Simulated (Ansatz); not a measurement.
**Interaction energy ladder**

The pair of H2S (SMILES S, atoms 1–3) and H2S (SMILES S, atoms 4–6), both closed shells, in one local arrangement (a lower one may exist), relaxed at PBE0-D4/def2-TZVP:

S1  (-0.139, -0.295, -2.185)
H2  (0.277, -0.262, -0.904)
H3  (0.162, 0.997, -2.378)
S4  (0.516, -0.211, 1.804)
H5  (-0.509, -1.076, 1.832)
H6  (-0.307, 0.848, 1.831)
(Å)

Ansatz 0.2.0; basis: def2-TZVPPD, with def2-QZVPPD for the basis limit; cores frozen in the correlated methods. B3LYP uses VWN-RPA correlation. Extrapolation: Hartree–Fock as exp(−7.88 √X), correlation as X^−2.97. Interaction energies count from these two fragments, frozen as in the pair, with the counterpoise correction; negative means bound.

**Question.** What is the interaction energy by CCSD(T) at an estimated basis limit (MP2 extrapolated from triple and quadruple zeta, plus CCSD(T) − MP2 in triple zeta)? (An estimate is asked for; the value comes from the calculation.)

**Answer.** By the calculation: -6.3 kJ/mol. Hartree–Fock alone gives 1.9 kJ/mol at the basis limit, so without correlation the pair would not bind at this distance. It counts from the two fragments frozen as in the pair.

The same quantity by other methods in triple zeta, and each one's difference from that estimate:
```json
{"method": "PBE-D4", "E_int (kJ/mol)": "-9.6", "difference": "-3.3"}
{"method": "revPBE-D4", "E_int (kJ/mol)": "-7.9", "difference": "-1.7"}
{"method": "BLYP-D4", "E_int (kJ/mol)": "-7.4", "difference": "-1.2"}
{"method": "r2SCAN-D4", "E_int (kJ/mol)": "-7.0", "difference": "-0.8"}
{"method": "B97M-V", "E_int (kJ/mol)": "-7.0", "difference": "-0.7"}
{"method": "PBE0-D4", "E_int (kJ/mol)": "-8.5", "difference": "-2.2"}
{"method": "B3LYP-D4", "E_int (kJ/mol)": "-7.4", "difference": "-1.1"}
{"method": "HSE06-D4", "E_int (kJ/mol)": "-8.5", "difference": "-2.3"}
{"method": "wB97X-V", "E_int (kJ/mol)": "-6.2", "difference": "0.1"}
{"method": "wB97M-V", "E_int (kJ/mol)": "-5.9", "difference": "0.4"}
{"method": "B2PLYP", "E_int (kJ/mol)": "-4.0", "difference": "2.3"}
{"method": "HF", "E_int (kJ/mol)": "1.9", "difference": "8.2"}
{"method": "MP2", "E_int (kJ/mol)": "-6.1", "difference": "0.1"}
{"method": "CCSD", "E_int (kJ/mol)": "-3.7", "difference": "2.5"}
{"method": "CCSD(T)", "E_int (kJ/mol)": "-4.9", "difference": "1.3"}
```
Differences are method less estimate.

**Question.** Which atoms make the shortest contact between the fragments?

**Answer.** H2 and S4, 2.72 Å apart.

Basis-set superposition shift (counterpoise-corrected less uncorrected): CCSD(T) 1.6; MP2 1.5; HF 0.3; PBE0-D4 0.3; wB97M-V 0.4 kJ/mol.

The T1 diagnostic stays at or below 0.011.

For scale, one of the runs: CCSD(T)/def2-TZVPPD, 170 basis functions, launched by `ansatz run in.yaml --threads 2 --pin off --events-out ev --progress --plain --max-ram 5222MiB`. Hardware: 2 CPU threads of an Arm Neoverse V2, shared host. Wall time 12 s; peak host memory 1.3 GiB.
